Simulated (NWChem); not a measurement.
Everything below was run with NWChem. System: acetic acid (C2H4O2), charge 0, spin multiplicity 1, at a geometry optimised with PBE0/def2-SVP. Level: CR-CCSD(T)/cc-pVDZ, 4 core orbitals frozen.

Job file:

```
start mol
memory heap 100 mb stack 700 mb global 1900 mb
geometry units angstroms nocenter noautoz
  C      1.347984     0.350530     0.000000
  C     -0.070326    -0.135870     0.000000
  O     -0.945092     0.882949     0.000000
  O     -0.420354    -1.285547     0.000000
  H      2.030556    -0.505798     0.000000
  H      1.527377     0.978546    -0.884812
  H      1.527377     0.978546     0.884812
  H     -1.827694     0.481531     0.000000
  symmetry group Cs
end
basis spherical
  * library cc-pvdz
end
scf
  rhf
  nopen 0
  maxiter 100
  thresh 1e-7
  semidirect memsize 60000000 filesize 0
end
tce
  freeze core 4
  cr-ccsd(t)
  2eorb
  2emet 13
  thresh 1e-6
  maxiter 100
  tilesize 24
end
task tce energy
```

Part of the output:

```
             Northwest Computational Chemistry Package (NWChem) 7.3.0
             --------------------------------------------------------

                                NWChem Input Module
                                -------------------

 Scaling coordinates for geometry "geometry" by  1.889725989
 (inverse scale =  0.529177249)

 Turning off AUTOSYM since
 SYMMETRY directive was detected!

                             Geometry "geometry" -> ""
                             -------------------------

 Output coordinates in angstroms (scale by  1.889725989 to convert to a.u.)

  No.       Tag          Charge          X              Y              Z
 ---- ---------------- ---------- -------------- -------------- --------------
    1 C                    6.0000     1.34798400     0.35053000     0.00000000
    2 C                    6.0000    -0.07032600    -0.13587000     0.00000000
    3 O                    8.0000    -0.94509200     0.88294900     0.00000000
    4 O                    8.0000    -0.42035400    -1.28554700     0.00000000
    5 H                    1.0000     2.03055600    -0.50579800     0.00000000
    6 H                    1.0000     1.52737700     0.97854600    -0.88481200
    7 H                    1.0000     1.52737700     0.97854600     0.88481200
    8 H                    1.0000    -1.82769400     0.48153100     0.00000000

 Effective nuclear repulsion energy (a.u.)     121.5409525164

            Nuclear Dipole moment (a.u.)
            ----------------------------
        X                 Y               Z
 ---------------- ---------------- ----------------
    -0.0000075589     0.0000018897     0.0000000000

      Symmetry information
      --------------------

 Group name             Cs
 Group number              2
 Group order               2
 No. of unique centers     7

      Symmetry unique atoms

     1    2    3    4    5    6    8


 Summary of "ao basis" -> "" (spherical)
 ------------------------------------------------------------------------------
       Tag                 Description            Shells   Functions and Types
 ---------------- ------------------------------  ------  ---------------------
 *                          cc-pvdz                   on all atoms

 Summary of "ao basis" -> "ao basis" (spherical)
 ------------------------------------------------------------------------------
       Tag                 Description            Shells   Functions and Types
 ---------------- ------------------------------  ------  ---------------------
 C                          cc-pvdz                  6       14   3s2p1d
 O                          cc-pvdz                  6       14   3s2p1d
 H                          cc-pvdz                  3        5   2s1p

                                 NWChem SCF Module
                                 -----------------

  ao basis        = "ao basis"
  functions       =    76
  atoms           =     8
  closed shells   =    16
  open shells     =     0
  charge          =   0.00
  wavefunction    = RHF
  use symmetry    = T
  symmetry adapt  = T

 Summary of "ao basis" -> "ao basis" (spherical)
 ------------------------------------------------------------------------------
       Tag                 Description            Shells   Functions and Types
 ---------------- ------------------------------  ------  ---------------------
 C                          cc-pvdz                  6       14   3s2p1d
 O                          cc-pvdz                  6       14   3s2p1d
 H                          cc-pvdz                  3        5   2s1p

      Symmetry analysis of basis
      --------------------------

        a'         53
        a"         23

 Forming initial guess at       0.0s

      Superposition of Atomic Density Guess
      -------------------------------------

 Sum of atomic energies:        -226.85675043

      Non-variational initial energy
      ------------------------------

 Total energy =    -228.808443
 1-e energy   =    -549.977940
 2-e energy   =     199.628545
 HOMO         =      -0.386547
 LUMO         =       0.047380

      Symmetry analysis of molecular orbitals - initial
      -------------------------------------------------

  Numbering of irreducible representations:

     1 a'          2 a"

  Orbital symmetries:

     1 a'          2 a'          3 a'          4 a'          5 a'
     6 a'          7 a'          8 a'          9 a'         10 a'
    11 a"         12 a'         13 a"         14 a'         15 a"
    16 a'         17 a"         18 a'         19 a'         20 a'
    21 a"         22 a'         23 a'         24 a'         25 a"
    26 a'

 Starting SCF solution at       0.4s

 ----------------------------------------------
         Quadratically convergent ROHF

 Convergence threshold     :          1.000E-07
 Maximum no. of iterations :          100
 Final Fock-matrix accuracy:          1.000E-09
 ----------------------------------------------

              iter       energy          gnorm     gmax       time
             ----- ------------------- --------- --------- --------
                 1     -227.7260445512  1.37D+00  3.02D-01      0.4
                 2     -227.8205410604  3.69D-01  1.01D-01      0.4
                 3     -227.8318623347  1.05D-01  3.17D-02      0.5
                 4     -227.8330110647  6.72D-03  2.56D-03      0.5
                 5     -227.8330188315  2.40D-05  4.48D-06      0.6
                 6     -227.8330188316  3.00D-09  7.62D-10      0.7

       Final RHF  results
       ------------------

         Total SCF energy =   -227.833018831566
[...]
             Final eigenvalues
             -----------------

              1
    1  -20.6107
    2  -20.5471
    3  -11.3878
    4  -11.2523
    5   -1.4681
    6   -1.3607
    7   -1.0239
    8   -0.8203
    9   -0.7016
   10   -0.6784
   11   -0.6476
   12   -0.5786
   13   -0.5678
   14   -0.5557
   15   -0.4761
   16   -0.4477
   17    0.1796
   18    0.1828
   19    0.2078
   20    0.2539
   21    0.2702
   22    0.3745
   23    0.4575
   24    0.4889
   25    0.6280
   26    0.6476

                       ROHF Final Molecular Orbital Analysis
                       -------------------------------------

 Vector   14  Occ=2.000000D+00  E=-5.557252D-01  Symmetry=a"
              MO Center=  7.3D-01,  6.5D-01,  1.1D-15, r^2= 2.3D+00
   Bfn.  Coefficient  Atom+Function         Bfn.  Coefficient  Atom+Function
  ----- ------------  ---------------      ----- ------------  ---------------
     6      0.361066  1 C  pz                34     -0.332090  3 O  pz
    62     -0.268231  6 H  s                 67      0.268231  7 H  s
    37     -0.246123  3 O  pz                 9      0.196193  1 C  pz

 Vector   15  Occ=2.000000D+00  E=-4.761167D-01  Symmetry=a"
              MO Center= -4.9D-01, -4.5D-01,  9.0D-16, r^2= 1.8D+00
   Bfn.  Coefficient  Atom+Function         Bfn.  Coefficient  Atom+Function
  ----- ------------  ---------------      ----- ------------  ---------------
    48      0.462511  4 O  pz                34     -0.366389  3 O  pz
    51      0.348068  4 O  pz                37     -0.305129  3 O  pz
    20      0.180441  2 C  pz

 Vector   16  Occ=2.000000D+00  E=-4.477094D-01  Symmetry=a'
              MO Center= -2.2D-01, -7.3D-01, -8.3D-17, r^2= 1.8D+00
   Bfn.  Coefficient  Atom+Function         Bfn.  Coefficient  Atom+Function
  ----- ------------  ---------------      ----- ------------  ---------------
    46      0.535172  4 O  px                49      0.407010  4 O  px
    33     -0.217704  3 O  py                 4      0.170945  1 C  px
    36     -0.167243  3 O  py

 Vector   17  Occ=0.000000D+00  E= 1.796295D-01  Symmetry=a'
              MO Center=  6.2D-02,  5.3D-01, -3.9D-16, r^2= 7.0D+00
   Bfn.  Coefficient  Atom+Function         Bfn.  Coefficient  Atom+Function
  ----- ------------  ---------------      ----- ------------  ---------------
     3      1.707475  1 C  s                 73     -0.973355  8 H  s
    63     -0.790416  6 H  s                 68     -0.790416  7 H  s
    58     -0.700608  5 H  s                 31      0.472955  3 O  s
    35     -0.272735  3 O  px                 7      0.236562  1 C  px
    21     -0.177226  2 C  px                45      0.154871  4 O  s

 Vector   18  Occ=0.000000D+00  E= 1.828017D-01  Symmetry=a"
              MO Center=  3.4D-01,  4.0D-02,  1.2D-15, r^2= 3.0D+00
   Bfn.  Coefficient  Atom+Function         Bfn.  Coefficient  Atom+Function
  ----- ------------  ---------------      ----- ------------  ---------------
    63      0.787808  6 H  s                 68     -0.787808  7 H  s
    23      0.554231  2 C  pz                 9      0.506687  1 C  pz
    20      0.456920  2 C  pz                51     -0.419828  4 O  pz
    48     -0.312609  4 O  pz                37     -0.228292  3 O  pz
    34     -0.167742  3 O  pz

 Vector   19  Occ=0.000000D+00  E= 2.077960D-01  Symmetry=a'
              MO Center= -4.6D-01,  7.0D-01, -1.5D-15, r^2= 6.8D+00
   Bfn.  Coefficient  Atom+Function         Bfn.  Coefficient  Atom+Function
  ----- ------------  ---------------      ----- ------------  ---------------
    73      1.223423  8 H  s                  3      1.107500  1 C  s
    63     -0.946153  6 H  s                 68     -0.946153  7 H  s
     8      0.578883  1 C  py                21      0.465770  2 C  px
    35      0.405501  3 O  px                 7      0.375765  1 C  px
    31     -0.322375  3 O  s                 58     -0.197643  5 H  s

 center of mass
 --------------
 x =  -0.10154279 y =  -0.06031298 z =   0.00000000

 moments of inertia (a.u.)
 ------------------
         159.047313533501          -7.386889642075           0.000000000000
          -7.386889642075         187.859431982505           0.000000000000
           0.000000000000           0.000000000000         335.636203611587

  Mulliken analysis of the total density
  --------------------------------------

    Atom       Charge   Shell Charges
 -----------   ------   -------------------------------------------------------
    1 C    6     6.04   2.00  0.65  0.37  2.06  0.90  0.05
    2 C    6     5.69   2.00  0.71  0.35  1.85  0.50  0.27
    3 O    8     8.30   2.00  0.84  0.86  2.84  1.74  0.02
    4 O    8     8.37   2.00  0.84  0.91  2.80  1.80  0.02
    5 H    1     0.93   0.74  0.16  0.03
    6 H    1     0.93   0.74  0.16  0.03
    7 H    1     0.93   0.74  0.16  0.03
    8 H    1     0.81   0.66  0.07  0.08

       Multipole analysis of the density wrt the origin
       ------------------------------------------------

     L   x y z        total         open         nuclear
     -   - - -        -----         ----         -------
     0   0 0 0     -0.000000      0.000000     32.000000

     1   1 0 0      0.189669      0.000000     -0.000008
     1   0 1 0      0.699481      0.000000      0.000002
     1   0 0 1     -0.000000      0.000000      0.000000

     2   2 0 0    -13.660183      0.000000    112.919177
     2   1 1 0     -0.317962      0.000000      5.791528
     2   1 0 1     -0.000000      0.000000      0.000000
     2   0 2 0    -21.605576      0.000000     81.094014
     2   0 1 1      0.000000      0.000000      0.000000
     2   0 0 2    -16.954056      0.000000      5.591517

                   NWChem Extensible Many-Electron Theory Module
                   ---------------------------------------------


            General Information
            -------------------
      Number of processors :     1
         Wavefunction type : Restricted Hartree-Fock
          No. of electrons :    32
           Alpha electrons :    16
            Beta electrons :    16
           No. of orbitals :   152
            Alpha orbitals :    76
             Beta orbitals :    76
        Alpha frozen cores :     4
         Beta frozen cores :     4
     Alpha frozen virtuals :     0
      Beta frozen virtuals :     0
         Spin multiplicity : singlet
    Number of AO functions :    76
       Number of AO shells :    36
        Use of symmetry is : on
      Symmetry adaption is : on
         Schwarz screening : 0.10D-09

          Correlation Information
          -----------------------
          Calculation type : Coupled-cluster singles & doubles w/ perturbation
   Perturbative correction : Completely renormalized (T)
            Max iterations :      100
        Residual threshold : 0.10D-05
     T(0) DIIS level shift : 0.00D+00
     L(0) DIIS level shift : 0.00D+00
     T(1) DIIS level shift : 0.00D+00
     L(1) DIIS level shift : 0.00D+00
     T(R) DIIS level shift : 0.00D+00
     T(I) DIIS level shift : 0.00D+00
   CC-T/L Amplitude update :  5-th order DIIS
                I/O scheme : Global Array Library
        L-threshold :  0.10D-05
        EOM-threshold :  0.10D-05
 no EOMCCSD initial starts read in
 TCE RESTART OPTIONS
 SLICE:      F
 D4D5:       F
 quantumc:   F
 qrotation:  F
 pwtce:      F
 qducc:      F
 nacto:                         0
 nrotv:                         0
 nrot:                          0

            Memory Information
            ------------------
          Available GA space size is     249031024 doubles
          Available MA space size is     104846084 doubles

 Maximum block size supplied by input
 Maximum block size        24 doubles

 tile_dim =     20

 -------------------------------------------------
   1    alpha     a'     9 doubles       0       1
   2    alpha     a"     3 doubles       9       2
   3    beta      a'     9 doubles      12       1
   4    beta      a"     3 doubles      21       2
   5    alpha     a'    20 doubles      24       5
   6    alpha     a'    20 doubles      44       6
   7    alpha     a"    20 doubles      64       7
   8    beta      a'    20 doubles      84       5
   9    beta      a'    20 doubles     104       6
  10    beta      a"    20 doubles     124       7

 Global array virtual files algorithm will be used

 Parallel file system coherency ......... OK

 4-electron integrals stored in orbital form

 v2    file size   =          3398800
 4-index algorithm nr.  13 is used
 imaxsize =       30
 imaxsize ichop =        0


CCSD iterations
 ---------------------------------------------------------
 Iter          Residuum       Correlation     Cpu    Wall
 ---------------------------------------------------------
    1   0.1960373746550  -0.6378418887126     0.2     0.2
    2   0.0534916301075  -0.6488236328821     0.2     0.2
    3   0.0185965630035  -0.6608927394200     0.2     0.2
    4   0.0083111694654  -0.6623301960899     0.2     0.2
    5   0.0034859504619  -0.6635405254435     0.2     0.2
    6   0.0010147525169  -0.6639739387289     0.2     0.2
    7   0.0005250161609  -0.6640588890501     0.2     0.2
    8   0.0002401415407  -0.6640724120983     0.2     0.2
    9   0.0001495141475  -0.6640734218531     0.2     0.2
   10   0.0000774977311  -0.6640798990626     0.2     0.2
   11   0.0000138862687  -0.6640836110877     0.2     0.2
   12   0.0000056513967  -0.6640849133944     0.2     0.2
   13   0.0000028662004  -0.6640851092382     0.2     0.2
   14   0.0000015388104  -0.6640851508066     0.2     0.2
   15   0.0000008655750  -0.6640851522531     0.2     0.2
 -----------------------------------------------------------------
 Iterations converged
 CCSD correlation energy / hartree =        -0.664085152253133
 CCSD total energy / hartree       =      -228.497103983819017

 Singles contributions

 Doubles contributions
 CR-CCSD(T)

 CR-CCSD[T]  correction energy / hartree =        -0.015798245884077
 CR-CCSD[T] correlation energy / hartree =        -0.679883398137210
 CR-CCSD[T] total energy / hartree       =      -228.512902229703087
 CR-CCSD(T)  correction energy / hartree =        -0.014641854351343
 CR-CCSD(T) correlation energy / hartree =        -0.678727006604476
 CR-CCSD(T) total energy / hartree       =      -228.511745838170356

 Task  times  cpu:       28.0s     wall:       28.0s

 Total times  cpu:       28.0s     wall:       28.0s
```
